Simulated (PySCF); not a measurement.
# C2H3O2: g tensor and hyperfine couplings

Compound: C2H3O2 (doublet state).
Geometry (GFN2-xTB, Å), atoms numbered from 1 in this order:
```
atom  x, y, z in Å
C1    -0.7822    0.0750   -0.0875
O2     0.3614    0.5348    0.7068
C3     1.5388    0.1133    0.4649
O4     2.0378   -0.6443   -0.3160
H5    -1.2155    0.9498   -0.5671
H6    -0.4445   -0.6469   -0.8291
H7    -1.4927   -0.3768    0.6010
```

The hyperfine couplings belong to this conformer and change with its torsions.

The species is `CO[C]=O` [radical].

Theory: UKS B3LYP, pcH-1 on C H O, non-relativistic, mean-field spin-orbit, GIAO in PySCF. Isolated species at its GFN2-xTB geometry (one conformer only). A GFN2-xTB geometry isn't a minimum of the functional, and hyperfine couplings can be far from their values at a DFT geometry.

```json
{
 "g1, g2, g3": "1.99813, 2.00171, 2.00406",
 "g_iso": "2.00130",
 "Form of g": "rhombic: the two nearest values differ by 40 % of g3 − g1",
 "⟨S²⟩": "0.7529 (exact 0.7500)",
 "α and β electrons": "16, 15",
 "Total energy": "-228.41353 Eh"
}
```

Hyperfine couplings atom by atom, in 10⁻⁴ cm⁻¹; T1 to T3 are the principal values of the dipolar part (1 × 10⁻⁴ cm⁻¹ = 2.998 MHz):

```tsv
atom	isotope	a_iso	T1	T2	T3	Mulliken spin population
C1	13C	13.1	-3.2	-2.9	6.1	0.11
O2	17O	-97.9	-4.8	2.0	2.9	0.00
C3	13C	199.8	-17.3	-14.6	31.9	0.70
O4	17O	-19.8	-32.1	14.7	17.4	0.21
H5	1H	-1.9	-1.7	-0.4	2.1	0.00
H6	1H	-2.0	-2.3	0.7	1.6	0.00
H7	1H	-1.8	-1.7	-0.4	2.1	0.00
```

The largest Mulliken spin populations are on C3 (+0.70), O4 (+0.21) and C1 (+0.11).

Axes: g2 points within 11° of the C1–O2 bond.

Under fast tumbling the dipolar parts average out, and these isotropic splittings remain: 3 × 1H (H5/H6/H7, I = 1/2, 4 lines) with 0.20 mT.

Class means assume fast exchange of nuclei equivalent by connectivity; if that motion is slow, each nucleus keeps its own coupling.

The 13C coupling of C3 (598.9 MHz) shows only in satellite lines or after enrichment, since that isotope makes up about 1.07 % of natural carbon.

The 17O coupling of O2 (-293.6 MHz) shows only in satellite lines or after enrichment, since that isotope makes up about 0.038 % of natural oxygen.

The spin density at the nucleus, in bohr⁻³, is negative for H5/H6/H7 (-0.0013), for instance. A restricted open-shell determinant has no negative spin density anywhere; here it arises because α and β orbitals differ (spin polarisation).
